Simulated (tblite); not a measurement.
Species: C₄H₁₃P₂ (charge +1).
Z-matrix (Å and degrees, GFN2-xTB geometry), rows numbered from 1:
```
C 
C   1  1.5259
P   2  1.8137  1  111.68
C   3  1.8019  2  110.70  1  -173.58
C   3  1.8123  2  112.12  1   -48.74
P   5  1.9041  3  108.02  2   -52.28
H   1  1.0888  2  111.34  3   -54.25
H   1  1.0887  2  110.90  3    67.31
H   1  1.0866  2  109.65  3  -173.70
H   2  1.0949  1  111.01  3   119.66
H   2  1.0952  1  110.80  3  -120.15
H   3  1.3834  2  107.75  1    69.09
H   4  1.0906  3  109.71  2   -57.07
H   4  1.0906  3  110.17  2  -177.37
H   4  1.0915  3  109.28  2    62.45
H   5  1.0939  3  107.88  2    65.33
H   5  1.0921  3  109.99  2  -176.20
H   6  1.3906  5   93.70  3   173.86
H   6  1.3945  5   94.76  3   -93.13
```

Method: GFN2-xTB as coded in tblite; computed harmonic values from a numerical Hessian at the method's own geometry, unscaled. This tight-binding method is rough: wavenumbers can miss measured ones by several per cent, in bad cases by 10 to 20. Modes of hydrogen on phosphorus can be 10 to 20 % off. One conformer, not necessarily the lowest.

Harmonic wavenumbers (cm⁻¹): 51.6, 80.1, 131.0, 148.7, 163.0, 176.8, 223.0, 233.4, 291.9, 311.7, 607.5, 658.3, 668.4, 708.1, 748.1, 772.6, 799.2, 818.7, 849.6, 880.8, 925.6, 933.5, 999.2, 1007.2, 1018.2, 1062.2, 1107.9, 1124.1, 1189.1, 1237.2, 1315.2, 1362.6, 1386.1, 1389.8, 1393.0, 1415.3, 1472.0, 1483.2, 2299.1, 2363.1, 2379.3, 2930.7, 2936.7, 2940.1, 2946.8, 2982.0, 2991.8, 2994.3, 3028.5, 3029.9, 3063.1.

A = 2320, B = 1770, C = 1234 MHz; mass 123.049 u (most abundant isotopes); point group C1, symmetry number 1.

**Question.** What is the zero-point energy?

**Answer.** Half the sum of the wavenumbers: 34015 cm⁻¹ = 97.25 kcal/mol.

**Question.** What is S at 500 K and 1 bar for an ideal gas of classical rigid rotors and harmonic oscillators?

**Answer.** Translation 42.93, rotation 30.08, vibration 49.34: S = 122.3 cal/(mol K).

**Question.** And Cp and H(500 K) − H(0)?

**Answer.** Cp = 55.96 cal/(mol K), of which vibrations give 48.02 (their classical limit is 51 R = 101.3); H(500 K) − H(0) = 16.57 kcal/mol without the zero-point energy, 12.59 from vibrations.

**Question.** Which modes carry the vibrational entropy at 500 K?

**Answer.** 51.6 cm⁻¹: 5.78; 80.1 cm⁻¹: 4.91; 131.0 cm⁻¹: 3.94; 148.7 cm⁻¹: 3.69; 163.0 cm⁻¹: 3.51; 176.8 cm⁻¹: 3.35 cal/(mol K); the other 45 give 24.16 together.

**Question.** What must be added to the electronic energy to get the Gibbs energy at 500 K and 1 bar?

**Answer.** ZPE + [H(500 K) − H(0)] − T·S = 97.25 + 16.57 − 61.17 = 52.65 kcal/mol.

**Question.** How do the functions run with temperature in this model?

**Answer.** 
```
T (K)  S (cal/(mol K))  Cp (cal/(mol K))  H − H(0) (kcal/mol)  G − H(0) (kcal/mol)  ln q(vib)
  100             68.7              19.8                 1.33                -5.55       1.60
  200             85.1              28.4                 3.74               -13.28       4.34
  300             98.5              38.2                 7.06               -22.47       7.00
  800            152.8              73.4                36.19               -86.03      19.49
 1000            170.0              81.2                51.69              -118.34      24.04
```

q(vib) and H(0) count from the zero-point level.

Hindered rotation and anharmonicity are outside this model. Other conformers, if any are populated, would add a mixing term that is left out. The structure is chiral; the term R ln 2 for an equal mix with its mirror image is left out.
